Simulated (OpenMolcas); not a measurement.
# AlH3Cl− (SMILES [AlH3-][Cl]) at 6 levels

Aim: a comparison of 6 runs (HF/STO-3G, HF/3-21G, HF/cc-pV(D+d)Z, PBE0/6-31G, B3LYP/6-31G*, B3LYP/def2-SVP) of AlH3Cl−. 

The calculation is run with OpenMolcas 26.06.

6 further runs of the same task are left out: 6 set aside as unsound or not needed.

**1. Starting point**

AlH3Cl− has 5 atoms, charge -1, and is taken as a singlet. SMILES: `[AlH3-][Cl]`. Geometry: a GFN2-xTB relaxation, a rough one for these elements and not checked as a minimum.

Bond lengths: Al1–Cl2 2.098 Å, Al1–H3 1.609 Å, Al1–H4 1.608 Å, Al1–H5 1.608 Å. Angles: Cl2–Al1–H3 107.0°, Cl2–Al1–H4 107.0°, Cl2–Al1–H5 107.1°, H3–Al1–H4 111.8°, H3–Al1–H5 111.7°, H4–Al1–H5 111.8°.

**2. Energy and gradient at HF/STO-3G (run 1)**

run.input

```
* AlClH3 Hartree-Fock
>>> EXPORT MOLCAS_PRINT=2

&GATEWAY
 BasLib=$CurrDir
 Coord
 5
 angstrom
 Al       0.109160      -0.000440      -0.082500
 Cl      -1.562720      -0.002110       1.184250
 H        0.226090       1.478490      -0.704190
 H       -0.160190      -1.106410      -1.218300
 H        1.387660      -0.369540       0.820730
 Basis=STO-3G
 Group=NoSym

&SEWARD

&SCF
 Charge=-1
 Thresholds=1e-10 1e-07 1e-07 1e-05
 PrOrbitals=1 2

&ALASKA
```

The basis set STO-3G is read from a file made from the Basis Set Exchange's data (not shown).

The run is started by

```sh
$ export MOLCAS_MEM=1860
$ pymolcas run.input > run.log
```

The program printed:

```text
--- Start Module: gateway ---
[...]
--- Stop Module: gateway /rc=_RC_ALL_IS_WELL_ ---
[...]
      Basis functions           21
[...]
--- Start Module: scf ---
[...]
       Convergence after  10 Iterations
[...]
::    Total SCF energy                               -695.3096881323
[...]
      Total spin, S                                     0.0000000000
[...]
      Total electronic charge=   34.000000
      Total            charge=   -1.000000
[...]
      Dipole Moment (debye):
      Origin of the operator (angstrom)=   -0.7732   -0.0013    0.5860
                   X= -1.3007E+00               Y= -8.1585E-03               Z=  9.8843E-01           Total=  1.6337E+00
      Center of Charge (angstrom)
[...]
--- Stop Module: scf /rc=_RC_ALL_IS_WELL_ ---
--- Start Module: alaska ---
[...]
 *              Molecular gradients               *
 **************************************************
  Irreducible representation: a
 ------------------------------------------------------------------------------------------
                              X                       Y                       Z
 ------------------------------------------------------------------------------------------
  AL1              -5.40157369488927E-02   -3.89374412634938E-04    4.10088501471035E-02
  CL2               2.55092281870013E-02    7.37662180515762E-05   -1.94241941661577E-02
  H3                2.50614765755897E-03    4.00422044424547E-02   -1.62823814682085E-02
  H4               -7.96798862351417E-03   -2.98285367613635E-02   -3.01676371607358E-02
  H5                3.39683497278265E-02   -9.89805948650524E-03    2.48653626479904E-02
 ------------------------------------------------------------------------------------------
--- Stop Module: alaska /rc=_RC_ALL_IS_WELL_ ---
[...]
```

It took 1.6 s on 1 thread of Arm Neoverse V2, shared host; peak memory 0.37 GiB.

**3. Energy and gradient at HF/3-21G (run 2)**

job.input

```
* AlClH3 Hartree-Fock
>>> EXPORT MOLCAS_PRINT=2

&GATEWAY
 BasLib
 $CurrDir
 BasisSet
 Al.3-21G....
 Al1 0.109160 -0.000440 -0.082500 angstrom
 End of Basis
 BasisSet
 Cl.3-21G....
 Cl2 -1.562720 -0.002110 1.184250 angstrom
 End of Basis
 BasisSet
 H.3-21G....
 H3 0.226090 1.478490 -0.704190 angstrom
 H4 -0.160190 -1.106410 -1.218300 angstrom
 H5 1.387660 -0.369540 0.820730 angstrom
 End of Basis

&SEWARD

&SCF
 Charge
 -1
 Thresholds
 1e-10 1e-07 1e-07 1e-05
 PrOrbitals
 0

&ALASKA
```

The basis set 3-21G is read from a file made from the Basis Set Exchange's data (not shown).

The run is started by

```sh
$ export MOLCAS_MEM=1860
$ pymolcas job.input > job.log
```

The program printed:

```text
--- Start Module: gateway ---
[...]
--- Stop Module: gateway /rc=_RC_ALL_IS_WELL_ ---
[...]
      Basis functions           32
[...]
--- Start Module: scf ---
[...]
       Convergence after  13 Iterations
[...]
::    Total SCF energy                               -699.7043010440
[...]
      Total spin, S                                     0.0000000000
[...]
      Total electronic charge=   34.000000
      Total            charge=   -1.000000
[...]
      Dipole Moment (debye):
      Origin of the operator (angstrom)=   -0.7732   -0.0013    0.5860
                   X= -1.5044E+00               Y= -8.0980E-03               Z=  1.1424E+00           Total=  1.8891E+00
      Center of Charge (angstrom)
[...]
--- Stop Module: scf /rc=_RC_ALL_IS_WELL_ ---
--- Start Module: alaska ---
[...]
 *              Molecular gradients               *
 **************************************************
  Irreducible representation: a
 ------------------------------------------------------------------------------------------
                              X                       Y                       Z
 ------------------------------------------------------------------------------------------
  AL1              -4.43913111875069E-02   -2.34206529232754E-04    3.36644294740296E-02
  CL2               5.65186760154788E-02    9.47292043563946E-05   -4.28992376704382E-02
  H3               -2.64225199366308E-03   -8.02416479821000E-03    4.92800018956507E-03
  H4               -5.51945933571052E-04    6.09555260326733E-03    7.75848434312110E-03
  H5               -8.93316690071044E-03    2.06808951981974E-03   -3.45167633626819E-03
 ------------------------------------------------------------------------------------------
--- Stop Module: alaska /rc=_RC_ALL_IS_WELL_ ---
[...]
```

Wall time 1.8 s (1 thread of Arm Neoverse V2, shared host); peak memory 0.37 GiB.

Runs 3 to 4 aren't shown in full; the table further down has their settings and results.

**4. Energy and gradient at B3LYP/6-31G(d) (Cartesian functions) (run 5)**

struct.xyz

```xyz
5

Al     0.109160    -0.000440    -0.082500
Cl    -1.562720    -0.002110     1.184250
H      0.226090     1.478490    -0.704190
H     -0.160190    -1.106410    -1.218300
H      1.387660    -0.369540     0.820730
```

job.inp

```
&gateway
baslib
$CurrDir
coord
struct.xyz
basis
6-31Gs
group
NoSym
&seward
gridinput
Grid=UltraFine
End of Grid
&scf
charge
-1
ksdft
B3LYP
thresholds
1e-10 1e-07 1e-07 1e-05
prorbitals
0
&alaska
```

The basis set 6-31G* is read from a file made from the Basis Set Exchange's data (not shown).

The run is started by

```sh
$ export MOLCAS_MEM=1860
$ pymolcas job.inp > job.log
```

The program printed:

```text
--- Start Module: gateway ---
[...]
--- Stop Module: gateway /rc=_RC_ALL_IS_WELL_ ---
[...]
      Basis functions           44
[...]
--- Start Module: scf ---
[...]
       Convergence after  15 Iterations
[...]
::    Total KS-DFT energy                            -704.5401273976
[...]
      Total spin, S                                     0.0000000000
[...]
      Total electronic charge=   34.000000
      Total            charge=   -1.000000
[...]
      Dipole Moment (debye):
      Origin of the operator (angstrom)=   -0.7732   -0.0013    0.5860
                   X= -2.2345E+00               Y= -7.7339E-03               Z=  1.6949E+00           Total=  2.8045E+00
      Center of Charge (angstrom)
[...]
--- Stop Module: scf /rc=_RC_ALL_IS_WELL_ ---
[...]
--- Start Module: alaska ---
[...]
 *              Molecular gradients               *
 **************************************************
  Irreducible representation: a
 ------------------------------------------------------------------------------------------
                              X                       Y                       Z
 ------------------------------------------------------------------------------------------
  AL1              -2.45904715563530E-02   -1.97354902582234E-04    1.86560187461398E-02
  CL2               3.40950696893572E-02    6.70429537312413E-05   -2.58965855711768E-02
  H3               -2.22403230488721E-03   -5.40238275576543E-03    3.66033712710401E-03
  H4               -8.17506307983967E-04    4.12575420553862E-03    5.57716207470360E-03
  H5               -6.46305952016757E-03    1.40694049908230E-03   -1.99693237676568E-03
 ------------------------------------------------------------------------------------------
--- Stop Module: alaska /rc=_RC_ALL_IS_WELL_ ---
[...]
```

Run time: 11 s. Hardware: 1 thread of Arm Neoverse V2, shared host; peak memory 0.38 GiB.

**5. Energy and gradient at B3LYP/def2-SVP (run 6)**

run.inp

```
>>> EXPORT MOLCAS_PRINT=2
&GATEWAY
BasLib=$CurrDir
BasisSet
Al.def2-SVP....
Al1 0.109160 -0.000440 -0.082500 angstrom
End of Basis
BasisSet
Cl.def2-SVP....
Cl2 -1.562720 -0.002110 1.184250 angstrom
End of Basis
BasisSet
H.def2-SVP....
H3 0.226090 1.478490 -0.704190 angstrom
H4 -0.160190 -1.106410 -1.218300 angstrom
H5 1.387660 -0.369540 0.820730 angstrom
End of Basis
&SEWARD
GridInput
Grid=UltraFine
End of Grid
&SCF
Charge=-1
KSDFT=B3LYP
Thresholds=1e-10 1e-07 1e-07 1e-05
PrOrbitals=1 1
&ALASKA
```

The basis set def2-SVP is read from a file made from the Basis Set Exchange's data (not shown).

The run is started by

```sh
$ export MOLCAS_MEM=1860
$ pymolcas run.inp > run.log
```

The program printed:

```text
--- Start Module: gateway ---
[...]
--- Stop Module: gateway /rc=_RC_ALL_IS_WELL_ ---
[...]
      Basis functions           51
[...]
--- Start Module: scf ---
[...]
       Convergence after  15 Iterations
[...]
::    Total KS-DFT energy                            -704.3488623503
[...]
      Total spin, S                                     0.0000000000
[...]
      Total electronic charge=   34.000000
      Total            charge=   -1.000000
[...]
      Dipole Moment (debye):
      Origin of the operator (angstrom)=   -0.7732   -0.0013    0.5860
                   X= -2.6955E+00               Y= -8.4707E-03               Z=  2.0444E+00           Total=  3.3831E+00
      Center of Charge (angstrom)
[...]
--- Stop Module: scf /rc=_RC_ALL_IS_WELL_ ---
[...]
--- Start Module: alaska ---
[...]
 *              Molecular gradients               *
 **************************************************
  Irreducible representation: a
 ------------------------------------------------------------------------------------------
                              X                       Y                       Z
 ------------------------------------------------------------------------------------------
  AL1              -2.04451190119332E-02   -1.90734064507197E-04    1.55166021504289E-02
  CL2               3.26822578876413E-02    6.82900755161562E-05   -2.48304151980729E-02
  H3               -3.14900086371628E-03   -5.33875847648702E-03    4.33890263679215E-03
  H4               -1.75895963678188E-03    4.07419587581037E-03    6.23036360782336E-03
  H5               -7.32917837524427E-03    1.38700658966562E-03   -1.25545319701703E-03
 ------------------------------------------------------------------------------------------
--- Stop Module: alaska /rc=_RC_ALL_IS_WELL_ ---
[...]
```

Wall time 11 s (1 thread of Arm Neoverse V2, shared host); peak memory 0.38 GiB.

**6. The series**

| run | level | task | SCF convergence threshold | energy (Eh) | HOMO energy (eV) | LUMO energy (eV) | HOMO–LUMO gap (eV) | wall time |
| --- | --- | --- | --- | --- | --- | --- | --- | --- |
| 1 | HF/STO-3G | gradient | 1e-10 | -695.309688 | -2.14 | 20.19 | 22.32 | 1.6 s |
| 2 | HF/3-21G | gradient | 1e-10 | -699.704301 | -5.41 | 8.26 | 13.67 | 1.8 s |
| 3 | HF/cc-pV(D+d)Z | properties | – | -703.259528 | -5.35 | 8.27 | 13.62 | 2.5 s |
| 4 | PBE0/6-31G | gradient | 1e-10 | -704.187304 | -2.38 | 5.39 | 7.77 | 6.6 s |
| 5 | B3LYP/6-31G* (Cartesian functions) | gradient | 1e-10 | -704.540127 | -1.99 | 5.37 | 7.36 | 11 s |
| 6 | B3LYP/def2-SVP | gradient | 1e-10 | -704.348862 | -1.85 | 6.03 | 7.88 | 11 s |

**7. Outcome**

```
                                                    quantity          value
                                         run 6: total energy  -704.34886 Eh
                                          run 6: HOMO energy       -1.85 eV
                                          run 6: LUMO energy        6.03 eV
run 6: HOMO–LUMO gap (to an unbound level, set by the basis)        7.88 eV
                             run 6: largest force on an atom     2.111 eV/Å
```

**Reading.** The HOMO–LUMO gap runs from 7.36 eV (B3LYP/6-31G*) to 22.32 eV (HF/STO-3G). The two ends differ in method and basis. The empty levels of an anion lie above zero and hang on the basis. Totals of different functionals can't be ranked against each other. In run 1 the basis is minimal, so the values are rough. All runs together took 34 s, the longest 11 s.
